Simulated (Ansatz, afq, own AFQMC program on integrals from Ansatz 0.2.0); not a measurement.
# Where AFQMC and coupled cluster stand for CH₂⁺, doublet

```xyz
3

C     0.0000    0.0000   -0.0665
H     0.0000    0.0000   -0.9605
H     0.0000    0.0000    1.0270
```

Basis cc-pVDZ. Noble-gas cores (and the filled d shells of Ga–Kr and In–Xe) are frozen. Ansatz 0.2.0 and our own AFQMC program on the same integrals; the CISD trial comes from CCSD amplitudes, and released means the phaseless constraint is let go. Free AFQMC starts from the CCSD state and is never constrained. Its projection time is finite, and what remains of the start isn't in its error. Error bars are statistical, one sigma.

Determinant: UHF, the one that the program's search chose, which needn't be the lowest solution. The geometry is a point of a scan.

Full CI on the same integrals is exact in this basis and with this determinant's frozen core.

* T1 diagnostic: 0.0075
* weight of the determinant in the CISD state: 0.960
* ⟨S²⟩ of the determinant: 0.760
* size of the correlated space: 5 electrons in 23 orbitals

| level | correlation energy (eV) |
| --- | --- |
| MP2 | -1.9811 |
| CCSD | -2.5315 |
| CCSD(T) | -2.5619 |

Task: Estimate where AFQMC with the constraint released lies against CCSD(T) on the same integrals.

Result: 0.36 ± 0.02 mEh below CCSD(T).

Reference: full CI, correlation energy -2.571 eV. The released energy is read at 2.40 1/Eh (meV from the phaseless value at times in 1/Eh: 0.2 ± 0.5 at 0.24, 0.0 ± 0.5 at 0.51, -0.2 ± 0.4 at 0.99, -0.2 ± 0.5 at 1.62, -1.0 ± 0.6 at 2.40).

```csv
level,E − E(reference) (mEh),share of correlation (%)
CCSD(T),0.33,99.65
CCSDT,0.03,99.97
CCSDT(Q),0.01,99.99
CCSDTQ,0.00,100.00
ph-AFQMC/HF,0.11 ± 0.54,99.88
ph-AFQMC/CISD,0.01 ± 0.03,99.99
released AFQMC,-0.03 ± 0.02,100.03
free AFQMC,-0.02 ± 0.02,100.02
```

CCSDT and higher add their correlation energy to the determinant of the CCSD(T) run, since their own runs factorise the integrals more tightly (a shift of under 2 meV). Free projections are given only where their last times agree within the noise and don't stop above the reference; a slow remainder of the start can still hide under it. A walk keeps the symmetry of its determinant, which the program's search chose and which needn't be the lowest solution, so a lower state of the same spin and another symmetry isn't excluded. Released energies are given only where the last usable release times agree within the noise; a slower fall can still hide under it.
